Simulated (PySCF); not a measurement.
Bonding in `CC(C)(C)F`

Species: C₄H₉F.
SMILES with atom numbers: `[CH3:1][C:2]([CH3:3])([CH3:4])[F:5]` (hydrogens: H6, H7, H8 on C1; H9, H10, H11 on C3; H12, H13, H14 on C4)

Structure used (PBE0-D3(BJ)/def2-SVP), in Å, numbered top down from 1:
```xyz
14
C4H9F angstrom
C      1.2516    0.0139   -0.7442
C      0.1545   -0.0703    0.3018
C     -0.8089   -1.2107    0.0246
C     -0.5678    1.2540    0.4752
F      0.7776   -0.3549    1.5190
H      0.8332    0.2345   -1.7373
H      1.9665    0.8076   -0.4824
H      1.7984   -0.9388   -0.7995
H     -1.3387   -1.0567   -0.9270
H     -1.5533   -1.2841    0.8308
H     -0.2638   -2.1644   -0.0298
H      0.1477    2.0462    0.7400
H     -1.0837    1.5452   -0.4517
H     -1.3132    1.1790    1.2805
```

Bond orders from the PBE0/pcSseg-1 density (PySCF). Isolated species at its PBE0-D3(BJ)/def2-SVP geometry, gas phase.

Task: Where do the orders between heavy atoms depart from those drawn in the SMILES?

Result: The largest departure is 0.140, at C2–F5 (drawn single, 0.860). Drawn single, order below 0.88: C2–F5 (0.860).

Task: Set the Mayer orders of the bonds between heavy atoms beside their lengths.

Result: 
```csv
bond,drawn as,length (Å),Mayer order
C1–C2,single,1.518,1.016
C2–C3,single,1.518,1.016
C2–C4,single,1.518,1.016
C2–F5,single,1.397,0.860
```

Task: And the bonds to hydrogen?

Result: C–H: 0.96 (9 bonds).

Task: Sum the orders of all bonds at each heavy atom with more than one neighbour and set the sums beside the valence in the SMILES.

Result: C1 3.891 (drawn 4), C2 3.908 (drawn 4), C3 3.891 (drawn 4), C4 3.891 (drawn 4). Orders between atoms that aren't bonded are not in these sums.

For a closed shell the Mayer order of atoms A and B is Σ (PS)μν (PS)νμ over the basis functions μ on A and ν on B, with P the density and S the overlap matrix.

The run behind these numbers computed NMR shieldings as well. On one thread of an Intel Xeon at 2.30 GHz, no GPU (shared host), this took 14 s wall (with the writing of density and orbital grids) and 0.70 GiB of memory at its peak.
